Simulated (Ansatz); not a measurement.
## A ladder of methods for SiNH4 (SMILES [NH][SiH3])

The species is SiNH4 (6 atoms), meant as a doublet with charge 0. As SMILES, `[NH][SiH3]`. The shape is that of a PBE0-D4/def2-TZVP optimisation.

```xyz
6

N     0.5921   -0.8352    0.9095
Si   -0.2037    0.3476   -0.1100
H     0.9228   -1.6407    0.3727
H    -1.3106   -0.2823   -0.8855
H     0.7895    0.9118   -1.0689
H    -0.7481    1.4348    0.7362
```

Each level gives the energy change with the N1–Si2 bond stretched from 1.753 to 4.382 Å (eV). The values are calculated.

| level | kind | program | value (eV) |
| --- | --- | --- | --- |
| UHF/STO-3G | Hartree–Fock | Ansatz | 2.54 |
| UBLYP/STO-3G | GGA | Ansatz | 4.04 |
| U-r2SCAN/STO-3G | meta-GGA | Ansatz | 3.95 |
| U-r2SCAN0/STO-3G | hybrid meta-GGA | Ansatz | 3.80 |
| U-wB97X/STO-3G | range-separated hybrid | Ansatz | 3.90 |
| UCAM-B3LYP/STO-3G | range-separated hybrid | Ansatz | 4.02 |
| UB2PLYP/STO-3G | double hybrid | Ansatz | 3.67 |
| UMP2/STO-3G | perturbation theory | Ansatz | 3.08 |
| UBCCD(T)/STO-3G | coupled cluster or CI | Ansatz | 3.18 |
| UCCSDT(Q)/STO-3G | coupled cluster or CI | Ansatz | 3.18 |

The first shape isn't each level's own minimum. The values span 2.54 to 4.04 eV. Spin contamination of the reference (⟨S²⟩ at least 0.1 too high) touches UHF/STO-3G, UBLYP/STO-3G, U-r2SCAN/STO-3G, U-r2SCAN0/STO-3G, U-wB97X/STO-3G, UCAM-B3LYP/STO-3G, UB2PLYP/STO-3G, UMP2/STO-3G, UBCCD(T)/STO-3G, UCCSDT(Q)/STO-3G. All rows use very small basis sets, so even the best lies far from the true value.
